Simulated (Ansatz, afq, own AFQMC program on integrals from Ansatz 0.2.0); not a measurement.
# F, doublet → F, quartet

A free F atom.

E(quartet, charge +0) − E(doublet, charge +0) at this geometry, on UHF and UHF determinants.

Basis aug-cc-pVDZ. Only valence electrons are correlated. Ansatz 0.2.0 and our own AFQMC program on the same integrals; the CISD trial comes from CCSD amplitudes, and released means the phaseless constraint is let go. Error bars are statistical, one sigma. The errors of all members are added in quadrature.

Full CI on the same integrals is exact in this basis and with this determinant's frozen core.

Errors are counted within aug-cc-pVDZ, not against nature.

Cautions: F (quartet): another spin lies lower.

Reference (full CI): 13.837 eV.

| level | vertical spin gap (eV) | error against FCI (eV) |
| --- | --- | --- |
| HF | 12.815 | -1.021 |
| MP2 | 13.938 | 0.101 |
| CCSD | 13.818 | -0.019 |
| CCSD(T) | 13.835 | -0.002 |
| CCSDT | 13.835 | -0.002 |
| CCSDT(Q) | 13.837 | 0.000 |
| CCSDTQ | 13.837 | 0.000 |
| ph-AFQMC/CISD | 13.836 ± 0.002 | -0.001 ± 0.002 |
| released AFQMC | 13.835 ± 0.001 | -0.002 ± 0.001 |

Correlation beyond CCSD(T) changes it by less than 2 meV. The perturbative (T) step is worth +0.017 eV.

CCSDT and higher add their correlation energy to the determinant of the CCSD(T) run, since their own runs factorise the integrals more tightly (a shift of under 2 meV). A walk keeps the symmetry of its determinant, which the program's search chose and which needn't be the lowest solution, so a lower state of the same spin and another symmetry isn't excluded. Released energies are given only where the last usable release times agree within the noise; a slower fall can still hide under it.
